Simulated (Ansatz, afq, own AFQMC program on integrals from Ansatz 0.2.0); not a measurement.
AFQMC on a folder of integrals that Ansatz 0.2.0 wrote.

```yaml
crystal:
  periodic: [false, false, false]
  atoms:
    - {symbol: Si, position_ang: [0.000000, 0.000000, 0.529889]}
    - {symbol: C, position_ang: [0.000000, 0.000000, -1.168891]}
    - {symbol: H, position_ang: [0.000000, 1.244456, 1.327628]}
    - {symbol: H, position_ang: [0.000000, -1.244456, 1.327628]}
    - {symbol: H, position_ang: [0.000000, 0.917470, -1.745809]}
    - {symbol: H, position_ang: [0.000000, -0.917470, -1.745809]}
basis:
  gaussian: {orbitals: cc-pVDZ}
magnetization: {spin_polarized: false}
correlation: {method: ccsd_t, electrons: outside_noble_gas, hamiltonian_folder: ham}
```

```sh
$ ansatz run in.yaml --threads 1 --pin off --events-out ev --progress --plain --max-ram 1843MiB
```

afq runs on the folder ham with

```
--method phaseless --trial cisd --walkers 60 --populations 1 --least-time 40 --time-step 0.005 --steps-per-block 50 --equilibration-blocks 28 --max-blocks 300 --target-error 0.00042 --factor-cut 1e-05 --seed 3357 --release-times 0.24,0.51,0.99,1.62,2.4 --release-step 0.03 --release-every 4 --taylor-order 6
```

Times are imaginary, in 1/Eh. The walk had a cap of 1015 s.

afq prints:

```
orbitals 46  electrons 6 6  factors 367 of 488
reference energy -329.05831252 Eh
CCSD correlation -0.27749563 Eh in 10 cycles, weight of the determinant in the CISD state 0.8628
energy of the start -329.335808 Eh
 block  time / (1/Eh)  mean weight  energy / Eh
     1     0.250  1.0002  -329.331158
     2     0.500  0.9995  -329.332877
     3     0.750  1.0017  -329.336788
     4     1.000  1.0004  -329.340974
     5     1.250  1.0005  -329.344943
     7     1.750  0.9987  -329.344151
     9     2.250  0.9968  -329.341154
    17     4.250  1.0012  -329.344596
    33     8.250  1.0000  -329.343133
    49    12.250  1.0002  -329.341501
    65    16.250  1.0009  -329.345631
    81    20.250  1.0001  -329.342461
    97    24.250  1.0017  -329.341803
   113    28.250  1.0003  -329.349328
   129    32.250  1.0021  -329.344540
   145    36.250  0.9998  -329.349798
   153    38.250  0.9984  -329.359472
   161    40.250  1.0004  -329.345980
   177    44.250  0.9991  -329.346719
   193    48.250  1.0009  -329.346250
   209    52.250  0.9982  -329.343522
   225    56.250  0.9999  -329.345135
   241    60.250  1.0016  -329.345611
   257    64.250  1.0005  -329.342578
   273    68.250  0.9986  -329.343694
   289    72.250  1.0022  -329.352107
   305    76.250  1.0005  -329.352479
   321    80.250  0.9998  -329.341980
blocks merged  error / Eh  count
     1  0.000397  300
     2  0.000496  150
     4  0.000570  75
     8  0.000725  37
    16  0.000759  18
    32  0.000580  9
released: time / (1/Eh)  energy / Eh  error  mean overlap
  0.24  -329.347595  0.000640  0.9980
  0.51  -329.347576  0.000516  1.0049
  0.99  -329.347217  0.000584  1.0050
  1.62  -329.347876  0.000707  0.9941
  2.40  -329.348227  0.000750  0.9582
energy -329.347179 +/- 0.000759 Eh
(rows thinned)
```

The run passed its tests (sampling time, drift between the halves within three errors, error under three times the target), which doesn't prove that it has relaxed. The second half of the sampling lies below the first by 1.8 errors of their difference, so the energy may still be moving and its error bar be too small.

Against this walk (error 20.7 meV) on the same determinant: CCSD(T) 42.9 meV higher, CCSDT(Q) 3.7 meV lower (within the noise). The error is statistical and leaves out the bias of the constraint. Released to 2.40 1/Eh the energy moves by -29 ± 29 meV (both errors), within twice the noise.

Cautions: constraint bias not in the error; error above the target (20.7 against 11.4 meV); restricted determinant unstable towards unrestricted (UHF 55 meV lower, ⟨S²⟩ 0.28).

The walk took 5.3 min on 1 thread of Arm Neoverse V2 (shared host). The log's last line is the phaseless energy.

CCSDT and higher add their correlation energy to the determinant of the CCSD(T) run, since their own runs factorise the integrals more tightly (a shift of under 2 meV). A walk keeps the symmetry of its determinant, which the program's search chose and which needn't be the lowest solution, so a lower state of the same spin and another symmetry isn't excluded.
